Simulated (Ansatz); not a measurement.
**CCSD(T) forces**

CHSSi (charge -1), singlet, displaced at random from a GFN2-xTB minimum.

C1  (0.699, 0.923, 0.184)
Si2  (-0.272, -0.487, -0.139)
S3  (-0.886, -2.447, -0.293)
H4  (0.288, 1.847, 0.310)
(Å)

Program: Ansatz 0.2.0. Basis: def2-TZVPPD. Cores are frozen in the correlated methods.

CCSD(T) forces from the calculation:
```tsv
atom	Fx	Fy	Fz (eV/Å)
C1	0.195	-4.401	-0.678
Si2	0.397	0.740	0.363
S3	0.489	0.838	0.014
H4	-1.081	2.823	0.301
```

(1) Which atom feels the largest CCSD(T) force, and how large is it?

No T1 diagnostic of these runs exceeds 0.024. The restricted Hartree–Fock reference is unstable towards an unrestricted one here. These are differences at one structure, and CCSD(T) in triple zeta is itself an approximation.

## Answers

(1) C1, 4.46 eV/Å, along (0.04, -0.99, -0.15).

Root-mean-square difference of the force components from those of CCSD(T): PBE0-D4 0.256; wB97M-V 0.362; r2SCAN-D4 0.157; PBE-D4 0.115; HSE06-D4 0.242; r2SCAN0-D4 0.323 eV/Å.

For scale, one of the runs: CCSD(T)/def2-TZVPPD forces, 153 basis functions (an equivalent command: `ansatz run in.yaml --threads 4`). Time: 35 s of wall clock on 4 CPU threads; the host was shared. Peak host memory: 1.7 GiB.
